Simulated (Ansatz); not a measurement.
# FHMgO: one species, many methods

An exercise on one series of results from a longer session: the logs are not shown, and one member is left open.

Method: functionals in def2-TZVPP, the program's frozen cores in correlated methods; program: Ansatz 0.2.0, Gaussian basis.

Plan: LDA (SPW92), PBE-D4, revPBE-D4, BLYP-D4, r2SCAN-D4, B97M-V, PBE0-D4, B3LYP-D4, r2SCANh-D4, r2SCAN0-D4, HSE06-D4, BHLYP-D4, CAM-B3LYP-D4, LC-ωPBE, ωB97X-V, ωB97M-V, B2PLYP, PBE-QIDH; CCSD(T)/def2-SVP; CCSD(T)/def2-TZVPP; CCSD(T)/def2-QZVPP; extrapolation to the limit; RPA on PBE.

### The relaxed structure

The geometry comes from an earlier relaxation with PBE0-D4 in a triple-zeta def2 set; it is a stationary point.

SMILES `[OH][Mg][F]`, 4 atoms, charge 0, spin multiplicity 1.

Atoms are counted from 1 here; the program's logs count them from 0.

Bond lengths: O1–Mg2 1.754 Å, O1–H4 0.947 Å, Mg2–F3 1.751 Å. Angles: Mg2–O1–H4 165.3°, O1–Mg2–F3 178.3°.

The first run:

Contents of in.yaml:

```yaml
crystal:
  periodic: [false, false, false]
  atoms:
    - {symbol: O, position_ang: [-0.021792, 1.049552, -0.217901]}
    - {symbol: Mg, position_ang: [-0.028935, -0.677222, 0.087151]}
    - {symbol: F, position_ang: [-0.080664, -2.405105, 0.364896]}
    - {symbol: H, position_ang: [0.186891, 1.972375, -0.254546]}
basis:
  gaussian: {orbitals: def2-TZVPP}
hamiltonian: {xc: lda}
output: {orbitals: {seedname: orbitals}}
```

Started as:

```
$ ansatz run in.yaml --threads 2 --pin off --events-out ev --progress --plain --max-ram 32768MiB --backend cpu
```

Steps of the session up to this table: LDA; PBE-D4 (GGA); revPBE-D4 (GGA); BLYP-D4 (GGA); r2SCAN-D4 (meta-GGA); B97M-V (meta-GGA); B3LYP-D4 (hybrid); r2SCANh-D4 (hybrid); r2SCAN0-D4 (hybrid); HSE06-D4 (hybrid); BHLYP-D4 (hybrid); CAM-B3LYP-D4 (range-separated); LC-ωPBE (range-separated); ωB97X-V (range-separated); ωB97M-V (range-separated); B2PLYP (double hybrid); PBE-QIDH (double hybrid).

One table of the session follows, with a row left open; its other results are not shown here.

It belongs to the step «Frontier levels by functional». 

| functional | HOMO (eV) | LUMO (eV) | gap (eV) |
| --- | --- | --- | --- |
| LDA (SPW92) | -6.88 | -2.32 | 4.55 |
| PBE-D4 | -6.64 | -2.14 | 4.50 |
| revPBE-D4 | -6.55 | -2.01 | 4.54 |
| BLYP-D4 | -6.58 | -2.19 | 4.39 |
| r2SCAN-D4 | -6.96 | -1.57 | 5.39 |
| B97M-V | ? | ? | ? |
| PBE0-D4 | -8.28 | -1.38 | 6.90 |
| B3LYP-D4 | -8.05 | -1.75 | 6.30 |
| r2SCANh-D4 | -7.58 | -1.34 | 6.24 |
| r2SCAN0-D4 | -8.53 | -1.03 | 7.50 |
| HSE06-D4 | -7.87 | -1.73 | 6.13 |
| BHLYP-D4 | -9.91 | -0.89 | 9.02 |
| CAM-B3LYP-D4 | -9.87 | -0.74 | 9.14 |
| LC-ωPBE | -11.25 | 0.47 | 11.73 |
| ωB97X-V | -10.87 | 0.31 | 11.18 |
| ωB97M-V | -10.82 | -0.13 | 10.69 |

Q: Estimate the row for B97M-V from the others.

As computed: HOMO (eV): -6.98; LUMO (eV): -2.02; gap (eV): 4.96. In the column «HOMO (eV)» it lies between r2SCANh-D4 (-7.58) and r2SCAN-D4 (-6.96).
